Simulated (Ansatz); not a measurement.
Consider the formal loss of a carbene: `C/N=C(\C)N` → `[CH2]` (triplet) + `CC(=N)N`.

Computed with Ansatz on PBE0-D4/def2-TZVP structures; ΔE is electronic, products minus reactants. CCSD(T)/CBS adds triple-zeta CCSD(T) − MP2 to the extrapolated MP2 energy (def2 sets, frozen cores). This one scheme is used for every species. DFT in def2-TZVPP. B3LYP here is the variant with VWN-RPA as its local correlation; programs differ in this. Triplets are unrestricted, without spin–orbit coupling. One conformer a species, not always the lowest.

`C/N=C(\C)N`:

Cartesian coordinates in Å:
```
C -0.930 1.273 -0.952
N -1.012 -0.116 -0.583
C -0.100 -0.602 0.156
C 1.102 0.142 0.664
N -0.218 -1.900 0.599
H -1.755 1.516 -1.622
H -1.005 1.945 -0.086
H 0.003 1.524 -1.477
H 0.784 0.991 1.275
H 1.754 -0.486 1.270
H 1.678 0.547 -0.171
H -0.932 -2.432 0.127
H 0.629 -2.402 0.801
```

`[CH2]` (triplet):

Z-matrix (Å, degrees):
```
C
H 1 1.079
H 1 1.079 2 134.9
```

`CC(=N)N`:

Z-matrix (Å, degrees):
```
C
C 1 1.498
H 1 1.087 2 109.2
H 1 1.094 2 110.7 3 120.2
H 1 1.093 2 110.6 3 -120.5
N 2 1.273 1 119.7 3 -0.3
N 2 1.377 1 114.1 3 177.2
H 6 1.020 2 111.5 1 179.7
H 7 1.005 2 118.2 1 20.9
H 7 1.006 2 117.7 1 166.3
```

| level | ΔE (kJ/mol) | difference from CCSD(T)/CBS |
| --- | --- | --- |
| PBE-D4 | 416.5 | 9.7 |
| r2SCAN-D4 | 385.5 | -21.3 |
| PBE0-D4 | 406.0 | -0.8 |
| B3LYP-D4 | 401.9 | -4.9 |
| ωB97X-V | 419.0 | 12.2 |
| B2PLYP | 397.8 | -9.0 |
| PBE | 409.5 | 2.7 |
| r2SCAN | 383.5 | -23.3 |
| HF/def2-TZVPP | 255.5 | -151.3 |
| MP2/def2-TZVPP | 409.0 | 2.2 |
| CCSD/def2-TZVPP | 383.3 | -23.5 |
| CCSD(T)/def2-TZVPP | 395.7 | -11.1 |
| HF/def2-QZVPP | 255.7 | -151.1 |
| HF/CBS(def2) | 255.7 | -151.1 |
| MP2/CBS(def2) | 420.1 | 13.3 |
| CCSD/CBS(def2) | 394.5 | -12.3 |
| CCSD(T)/CBS | 406.8 | 0 |

Largest T1 diagnostic among the species: 0.012.

In def2-TZVPP, CCSD(T) changes the Hartree–Fock value by +140.2 kJ/mol (the triples alone add +12.3 kJ/mol) and MP2 by +153.5 kJ/mol. The D4 term adds +10.9 kJ/mol with B3LYP and +6.0 kJ/mol with PBE0; it sums over pairs of atoms, weighted by their polarisabilities, and B3LYP, whose exchange is more repulsive, gets the larger term.
